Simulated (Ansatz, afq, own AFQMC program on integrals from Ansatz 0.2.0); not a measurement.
## Where AFQMC and coupled cluster stand for SiH2, singlet

```csv
atom,x (Å),y (Å),z (Å)
Si,0.0000,-0.0638,-0.0078
H,0.0000,0.7743,-0.8638
H,0.0000,1.0035,1.0822
```

Basis cc-pVDZ. Only valence electrons are correlated. Ansatz 0.2.0 and our own AFQMC program on the same integrals; the CISD trial comes from CCSD amplitudes, and released means the phaseless constraint is let go. Uncertainties: one standard error, sampling alone.

Determinant: UHF, the one that the program's search chose, which needn't be the lowest solution. The geometry is a point of a scan.

Full CI on the same integrals is exact in this basis and with this determinant's frozen core.

Cautions: higher spins were not checked; an unrestricted solution with more broken spin lies lower (128 meV, ⟨S²⟩ 0.44), while this determinant keeps restricted orbitals.

- T1 diagnostic: 0.0130
- weight of the determinant in the CISD state: 0.914
- ⟨S²⟩ of the determinant: 0.000
- size of the correlated space: 6 electrons in 23 orbitals

```
  level  correlation energy (eV)
    MP2                  -2.4039
   CCSD                  -3.1682
CCSD(T)                  -3.2248
```

Problem. Estimate where phaseless AFQMC with a CISD trial lies against CCSD(T) on the same integrals.

Solution. 14.0 ± 1.6 meV below CCSD(T).

Reference: full CI, correlation energy -3.243 eV. The released energy is read at 2.40 1/Eh (meV from the phaseless value at times in 1/Eh: -1.0 ± 1.2 at 0.24, -1.6 ± 1.3 at 0.51, -2.6 ± 1.2 at 0.99, -2.3 ± 1.2 at 1.62, -4.7 ± 1.2 at 2.40).

| level | E − E(reference) (meV) | share of correlation (%) |
| --- | --- | --- |
| CCSD(T) | 18.1 | 99.44 |
| CCSDT | 3.0 | 99.91 |
| CCSDT(Q) | 0.6 | 99.98 |
| CCSDTQ | 0.0 | 100.00 |
| ph-AFQMC/CISD | 4.1 ± 1.6 | 99.87 |
| released AFQMC | -0.6 ± 1.2 | 100.02 |

CCSDT and higher add their correlation energy to the determinant of the CCSD(T) run, since their own runs factorise the integrals more tightly (a shift of under 2 meV). A walk keeps the symmetry of its determinant, which the program's search chose and which needn't be the lowest solution, so a lower state of the same spin and another symmetry isn't excluded. Released energies are given only where the last usable release times agree within the noise; a slower fall can still hide under it.
